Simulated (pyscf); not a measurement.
## Four-centre exchange: HO–B(F)–F + silane (SiH₄) → HO–BH–F + F–SiH₃

Gas phase, singlet surface, charge 0. Bonds broken: B2–F3, Si6–H7. Bonds formed: B2–H7, F3–Si6. Optimised with ωB97X-D3(BJ)/def2-SVP in PySCF.

Transition state (Å):

```xyz
10

O     -0.9744    -1.5962     1.1697
B     -1.5044    -0.5274     0.5004
F     -1.3538    -0.6236    -1.0335
F     -2.7640    -0.1590     0.7926
H     -0.1138    -1.8837     0.8520
Si    -0.4041     1.0347    -1.0516
H     -0.7363     0.5809     0.5640
H     -0.9381     1.1841    -2.4335
H     -0.4805     2.4144    -0.4841
H      0.9907     0.5322    -1.0369
```

One imaginary mode, 390i cm⁻¹; descent along it reached the two sides named.

```json
[
 {"bond": "B2–F3", "change": "breaks", "reactant side (Å)": "1.336", "saddle": "1.544", "product side": "2.486"},
 {"bond": "Si6–H7", "change": "breaks", "reactant side (Å)": "1.490", "saddle": "1.711", "product side": "4.3"},
 {"bond": "B2–H7", "change": "forms", "reactant side (Å)": "2.8", "saddle": "1.350", "product side": "1.208"},
 {"bond": "F3–Si6", "change": "forms", "reactant side (Å)": "3.2", "saddle": "1.911", "product side": "1.642"}
]
```

Electronic energies relative to the separated reactants (kcal/mol):

```tsv
level	barrier	reaction energy	reverse barrier
ωB97X-D3(BJ)/def2-TZVP	30.5	+2.8	27.7
PBE/def2-TZVP	28.6	+3.9	24.8
r²SCAN/def2-TZVP	29.1	+4.2	24.9
B3LYP-D3(BJ)/def2-TZVP	32.5	+2.8	29.7
PBE0-D3(BJ)/def2-TZVP	29.6	+4.6	24.9
M06-2X/def2-TZVP	31.9	+3.2	28.7
ωB97M-D3(BJ)/def2-TZVP	31.4	+3.2	28.1
HF/def2-TZVP	48.7	+4.0	44.7
```

With ωB97M-D3(BJ)/def2-TZVP energies and thermal terms (ideal gas, 1 atm, RRHO with modes under 100 cm⁻¹ raised to 100, one conformer, R ln 2 for chiral ones without a mode under 150 cm⁻¹), in kcal/mol:

```tsv
T (K)	ΔH‡	ΔG‡	ΔH	ΔG
298	32.5	43.0	+4.3	+3.3
600	32.8	53.6	+4.0	+2.3
900	33.3	63.9	+3.9	+1.5
1200	33.8	74.0	+3.8	+0.8
```

The same reactants have a lower exit, to HO–SiH₃ + F–BH–F (barrier +24.3 kcal/mol at ωB97M-D3(BJ)/def2-TZVP, against +31.4 kcal/mol here). This is the saddle that the search found; another between the same sides may lie lower.
